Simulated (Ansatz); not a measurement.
Input file:

```yaml
crystal:
  periodic: [false, false, false]
  atoms:
    - {symbol: Sn, position_ang: [0.000000, 0.000000, 0.689867]}
    - {symbol: H, position_ang: [0.000000, 0.000000, -3.035133]}
    - {symbol: H, position_ang: [0.000000, 0.000000, 2.345267]}
basis:
  gaussian: {orbitals: def2-SVP}
total_charge: 1
magnetization: {spin_polarized: false, initial_magnetization: 1}
correlation: {method: ccsd_t, electrons: valence}
accuracy: high
scf: {omitted_lower_state_checks: [cluster_reference]}
```

```sh
$ ansatz run in.yaml --threads 1 --pin off --events-out ev --progress --plain --max-ram 2393MiB
```

Log:

```
these checks for a lower state are left out or cut short: cluster_reference
777 factors; integrals over basis functions are off by at most 3.0e-9 eV
mean field evaluation 1: about -5826.5706 eV, gradient 8.3e0 eV
mean field evaluation 2: about -5826.5890 eV, gradient 8.3e0 eV
mean field evaluation 4: about -5827.2063 eV, gradient 1.2e0 eV
mean field evaluation 8: about -5827.2252 eV, gradient 7.2e-4 eV
mean field -5827.22523535 eV, -214.1465775641 hartree, gradient 2.1e-8 eV, S^2 0.750000; 0 other end points of the search recorded, 0 dependent functions left out
4 core orbitals not correlated: weight in the atoms' cores, before any rotation towards them, 1.000 or more for the frozen orbitals, at most 0.000 for the correlated occupied ones
reference -5827.22523535 eV, -214.1465775641 hartree; 8, 7 occupied and 24, 25 virtual orbitals, 777 factors
second order -1.89671267 eV of doubles, -0.00023929 eV of singles
cycle   1  -2.25073520 eV  change   -3.5e-1 eV  update   5.8e-2
cycle   2  -2.42917238 eV  change   -1.8e-1 eV  update   2.4e-2
cycle   3  -2.43757927 eV  change   -8.4e-3 eV  update   5.2e-3
cycle   4  -2.43789421 eV  change   -3.1e-4 eV  update   1.2e-3
cycle   5  -2.43774083 eV  change    1.5e-4 eV  update   3.1e-4
cycle   6  -2.43762424 eV  change    1.2e-4 eV  update   1.1e-4
cycle   7  -2.43765575 eV  change   -3.2e-5 eV  update   4.9e-5
cycle   8  -2.43767358 eV  change   -1.8e-5 eV  update   2.8e-5
cycle   9  -2.43766006 eV  change    1.4e-5 eV  update   1.3e-5
cycle  10  -2.43766408 eV  change   -4.0e-6 eV  update   4.3e-6
cycle  11  -2.43766365 eV  change    4.3e-7 eV  update   1.3e-6
cycle  12  -2.43766410 eV  change   -4.5e-7 eV  update   3.6e-7
cycle  13  -2.43766388 eV  change    2.2e-7 eV  update   9.5e-8
cycle  14  -2.43766383 eV  change    4.5e-8 eV  update   3.7e-8
cycle  15  -2.43766384 eV  change   -2.3e-9 eV  update   2.2e-8
cycle  16  -2.43766383 eV  change    6.7e-9 eV  update   1.5e-8
cycle  17  -2.43766382 eV  change    1.2e-8 eV  update   6.1e-8
cycle  18  -2.43766381 eV  change    5.5e-9 eV  update   2.7e-8
cycle  19  -2.43766381 eV  change   1.8e-11 eV  update   9.0e-9
cycle  20  -2.43766381 eV  change   -1.9e-9 eV  update   3.8e-9
cycle  21  -2.43766382 eV  change  -6.1e-10 eV  update   1.9e-9
cycle  22  -2.43766381 eV  change   2.9e-10 eV  update  7.0e-10
perturbative correction -0.04754502 eV, -0.0017472472 hartree
Total energy: -5829.71044419 eV, -214.2379073042 hartree
Checks for a lower state left out: cluster_reference
```

Ran on 1 thread of Intel Xeon Platinum 8488C, shared host: 1.7 s wall, 0.21 GiB peak host memory.
